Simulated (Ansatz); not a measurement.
# Vanadium, bcc under PBE: testing the k-point mesh

How fine must the k-point mesh be for energy and pressure to settle? The geometry was relaxed under PBE beforehand and stays fixed; 8 values are run, from 2×2×2 to 21×21×21. Wanted are the values from which on the energy stays within 10 and 1 meV/atom, and the pressure within 0.5 GPa, of the last run. Within the series other settings stay, but some runs also write fields, which adds to their time. Spin polarisation is left out.

Computed with Ansatz 0.2.0 (DFT PBE, plane waves with PAW, scalar-relativistic, unless a step says otherwise).

## Step 1: Starting point

Symmetry: Im-3m, No. 229, cubic system. Conventional cell: a = 2.998 Å, b = 2.998 Å, c = 2.998 Å, α = 90.00°, β = 90.00°, γ = 90.00°. V (site symmetry m-3m) has 8 V at 2.60 Å as nearest neighbours.

Structure file:

```cif
data_structure
_symmetry_space_group_name_H-M 'P 1'
_symmetry_Int_Tables_number 1
_cell_length_a 2.5966
_cell_length_b 2.5966
_cell_length_c 2.5966
_cell_angle_alpha 109.471
_cell_angle_beta 109.471
_cell_angle_gamma 109.471
_cell_volume 13.48
loop_
_atom_site_label
_atom_site_type_symbol
_atom_site_fract_x
_atom_site_fract_y
_atom_site_fract_z
_atom_site_occupancy
V1 V 0.00000 0.00000 0.00000 1
```

## Step 2: With a k-mesh of 2×2×2

The run at 2×2×2.

input.yaml

```yaml
crystal:
  lattice:
    - [-1.4991761207, 1.4991761207, 1.4991761207]
    - [1.4991761207, -1.4991761207, 1.4991761207]
    - [1.4991761207, 1.4991761207, -1.4991761207]
  atoms:
    - { symbol: V, position: [0.0, 0.0, 0.0] }
hamiltonian:
  xc: pbe
  pseudopotentials:
    kind: paw
    azcp:
      V: "pseudopotentials/V.paw.azcp"
basis:
  ecutwfc: 420
  fft_grid_basis: typed
kpoints:
  mp_grid: { grid: [2, 2, 2], shift: [0, 0, 0] }
magnetization:
  spin_polarized: false
scf:
  occupations: { method: fermi_dirac, width: 0.1 }
  lower_state_search: "off"
output:
  stress: true
```

Run with:

```
$ ansatz run input.yaml --threads 1 --pin off --max-ram 3584MiB --backend cpu --events-out ev --progress --plain --runs-dir out
```

## Step 3: With a k-mesh of 4×4×4

The run at 4×4×4.

input.yaml: that of step 2 with these lines changed.

```diff
@@ -17,3 +17,3 @@
 kpoints:
-  mp_grid: { grid: [2, 2, 2], shift: [0, 0, 0] }
+  mp_grid: { grid: [4, 4, 4], shift: [0, 0, 0] }
 magnetization:
@@ -25 +25,5 @@
   stress: true
+  write_density: true
+  write_potential: true
+  elf: true
+  volumetric_format: npy
```

## Step 4: With a k-mesh of 5×5×5

The run at 5×5×5.

input.yaml: that of step 3 with these lines changed.

```diff
@@ -17,3 +17,3 @@
 kpoints:
-  mp_grid: { grid: [4, 4, 4], shift: [0, 0, 0] }
+  mp_grid: { grid: [5, 5, 5], shift: [0, 0, 0] }
 magnetization:
```

## Step 5: With a k-mesh of 7×7×7

The run at 7×7×7.

input.yaml: that of step 4 with these lines changed.

```diff
@@ -17,3 +17,3 @@
 kpoints:
-  mp_grid: { grid: [5, 5, 5], shift: [0, 0, 0] }
+  mp_grid: { grid: [7, 7, 7], shift: [0, 0, 0] }
 magnetization:
@@ -25,5 +25 @@
   stress: true
-  write_density: true
-  write_potential: true
-  elf: true
-  volumetric_format: npy
```

## Step 6: With a k-mesh of 9×9×9

The run at 9×9×9.

input.yaml: that of step 5 with these lines changed.

```diff
@@ -17,3 +17,3 @@
 kpoints:
-  mp_grid: { grid: [7, 7, 7], shift: [0, 0, 0] }
+  mp_grid: { grid: [9, 9, 9], shift: [0, 0, 0] }
 magnetization:
```

## Step 7: With a k-mesh of 12×12×12

The run at 12×12×12.

input.yaml: that of step 6 with these lines changed.

```diff
@@ -17,3 +17,3 @@
 kpoints:
-  mp_grid: { grid: [9, 9, 9], shift: [0, 0, 0] }
+  mp_grid: { grid: [12, 12, 12], shift: [0, 0, 0] }
 magnetization:
@@ -25 +25,5 @@
   stress: true
+  write_density: true
+  write_potential: true
+  elf: true
+  volumetric_format: npy
```

## Step 8: With a k-mesh of 16×16×16

The run at 16×16×16.

input.yaml: that of step 7 with these lines changed.

```diff
@@ -17,3 +17,3 @@
 kpoints:
-  mp_grid: { grid: [12, 12, 12], shift: [0, 0, 0] }
+  mp_grid: { grid: [16, 16, 16], shift: [0, 0, 0] }
 magnetization:
```

## Step 9: With a k-mesh of 21×21×21

The run at 21×21×21.

input.yaml: that of step 8 with these lines changed.

```diff
@@ -17,3 +17,3 @@
 kpoints:
-  mp_grid: { grid: [16, 16, 16], shift: [0, 0, 0] }
+  mp_grid: { grid: [21, 21, 21], shift: [0, 0, 0] }
 magnetization:
```

(Steps that only read results are left out.)

What does the calculation give? Wanted: pressure at 21×21×21.

**Answer**, as computed:

| quantity | value |
| --- | --- |
| E(σ → 0) stays within 10 meV/atom of 21×21×21 | from 7×7×7 on |
| E(σ → 0) stays within 1 meV/atom | not reached before 21×21×21 |
| pressure stays within 0.5 GPa | from 7×7×7 on |
| pressure at 21×21×21 | 0.05 GPa |
| CPU time, dearest over cheapest | 11 |
| energy of a separate run on a finer mesh (24×24×24) | -0.2 meV/atom from 21×21×21 |

In words: The far end, 2×2×2, lies -407.3 meV/atom and -23.2 GPa from the yardstick. Convergence in k is not monotonic; the energy swings about its limit. The energy has not settled to 1 meV/atom before the last mesh. Metals converge slowly, as the Fermi surface must be resolved. A run on a finer mesh agrees with the yardstick to 1 meV/atom.
